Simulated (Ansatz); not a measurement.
# C3H4ClF: the cost of one run

Program: Ansatz 0.2.0. Level of theory: RHF/def2-SVP. These are calculated values, not measurements.

## 1. Where the work starts

SMILES `C=C(Cl)CF`, 9 atoms, charge 0, spin multiplicity 1.

Atoms are counted from 1 here; the program's logs count them from 0.

Bond lengths: C1–C2 1.340 Å, C1–H6 1.099 Å, C1–H7 1.099 Å, C2–Cl3 1.750 Å, C2–C4 1.507 Å, C4–F5 1.379 Å, C4–H8 1.115 Å, C4–H9 1.115 Å. Angles: C2–C1–H6 118.6°, C2–C1–H7 121.9°, H6–C1–H7 119.5°, C1–C2–Cl3 122.8°, C1–C2–C4 125.3°, Cl3–C2–C4 111.9°, C2–C4–F5 111.1°, C2–C4–H8 109.5°, C2–C4–H9 109.6°, F5–C4–H8 109.6°, F5–C4–H9 109.5°, H8–C4–H9 107.5°.

As a file:

```tsv
atom	x (Å)	y (Å)	z (Å)
C1	0.51841	0.87765	-0.99120
C2	0.51295	-0.08316	-0.05728
Cl3	1.95630	-0.95335	0.41523
C4	-0.69897	-0.54703	0.70832
F5	-1.82794	0.14026	0.31534
H6	-0.42911	1.37951	-1.23458
H7	1.43782	1.17383	-1.51453
H8	-0.84956	-1.63902	0.54166
H9	-0.53150	-0.39500	1.79993
```

This geometry comes from a loose relaxation at PBE in a small basis, which is not shown.

## 3. Setting up the map

- dihedral H6–C1–C2–C4: 12 values from −180 to 150 °, periodic
- dihedral C1–C2–C4–F5: 12 values from −180 to 150 °, periodic

Relaxed at each point: all other coordinates. Energies count from the relaxed molecule at the same level. Points are written as (first, second).

(The set-up runs are not shown.)

## 4. Point (0°, 0°)

Contents of input.yaml:

```yaml
crystal:
  periodic: [false, false, false]
  atoms:
    - { symbol: C, position_ang: [0.511576, 0.865973, -0.980314] }
    - { symbol: C, position_ang: [0.502979, -0.074361, -0.060443] }
    - { symbol: Cl, position_ang: [1.951778, -0.929432, 0.403097] }
    - { symbol: C, position_ang: [-0.695797, -0.549172, 0.709459] }
    - { symbol: F, position_ang: [-1.803829, 0.129457, 0.330513] }
    - { symbol: H, position_ang: [-0.40952, 1.3695, -1.236178] }
    - { symbol: H, position_ang: [1.42033, 1.150545, -1.490627] }
    - { symbol: H, position_ang: [-0.853802, -1.612566, 0.530922] }
    - { symbol: H, position_ang: [-0.535315, -0.396243, 1.776471] }
basis:
  gaussian: { orbitals: def2-SVP }
hamiltonian:
  xc: hf
output:
  forces: true
relax:
  f_tol: 0.02
  max_steps: 50
  escape_saddle: false
  constraints: [{ sites: [5, 0, 1, 3] }, { sites: [0, 1, 3, 4] }]
scf:
  lower_state_search: "off"
```

Command:

```sh
$ ansatz run input.yaml --threads 1 --pin off --max-ram 2560MiB --backend cpu --events-out ev --progress --plain --runs-dir out
```

Q: Estimate wall time and peak memory on 1 thread of Intel Xeon Platinum 8175M at 2.50GHz (Skylake/Cascade Lake), shared host.

About 3.7 s, with a peak of 0.18 GiB.
